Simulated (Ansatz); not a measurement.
Two shapes of singlet CH2O.

Shape 1:

```xyz
4

C     0.0000    0.0000   -0.5228
O     0.0000    0.0000    0.6733
H     0.0000   -0.9444   -1.1247
H     0.0000    0.9444   -1.1247
```

Shape 2:

```xyz
4

C     0.0255    0.0409   -0.5095
O     0.0441    0.0175    0.6891
H    -0.0199   -0.9655   -1.1654
H    -0.0242    0.9040   -1.1079
```

Basis set: cc-pVDZ (spherical functions). Left uncorrelated: 2 orbitals. Charge 0, multiplicity 1.

Computed with Ansatz (development build ahead of 0.2.0); each method stands on the lowest determinant of its kind that the runs found.

Problem. Which shape is lower in energy, and by how much in each method?

Solution.

```
 method  E(2) − E(1) (eV)
    RHF             0.202
RHF-MP2             0.174
```

Shape 1 is lower.
